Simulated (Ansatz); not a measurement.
The pair A = C2H4 (SMILES C=C) (first 6 atoms), B = H2O (SMILES O); geometry from A24 set.
(charge 0, multiplicity 1):
```xyz
9

C      0.011    -0.668     1.298
C      0.011     0.668     1.298
H      0.869     1.233     0.954
H     -0.846     1.233     1.645
H     -0.846    -1.233     1.645
H      0.869    -1.233     0.954
H     -0.797     0.000    -2.509
O      0.043     0.000    -2.048
H     -0.191     0.000    -1.116
```

Cores are frozen in the correlated methods. MP2 and its Hartree–Fock in aug-cc-pVQZ are density fitted.

Programs: Ansatz (Gaussian orbitals). 

Total energies (hartree), monomers frozen at their geometry in the pair:

```csv
structure,HF/aug-cc-pVDZ,HF/aug-cc-pVQZ,CCSD(T)/aug-cc-pVDZ
AB,-154.0864686,-154.1363394,-154.6474885
A in the pair's basis,-78.0437616,-78.0691415,-78.3698668
B in the pair's basis,-76.0413924,-76.0658107,-76.2743932
A,-78.0435077,-78.0691184,-78.3687772
B,-76.0412614,-76.0657924,-76.2738136
```

**Question.** Work out the interaction energy without and with the counterpoise correction, and the superposition error, for each level.

**Answer.** 
E(AB) − E(A) − E(B), times 627.509 kcal/mol, with the monomers in their own basis and then in the pair's basis:
- HF/aug-cc-pVDZ: -1.07 uncorrected, -0.82 corrected; the monomers gain 0.24 kcal/mol from borrowed functions
- HF/aug-cc-pVQZ: -0.90 uncorrected, -0.87 corrected; the monomers gain 0.03 kcal/mol from borrowed functions
- CCSD(T)/aug-cc-pVDZ: -3.07 uncorrected, -2.03 corrected; the monomers gain 1.05 kcal/mol from borrowed functions

Ansatz is an electronic-structure program.
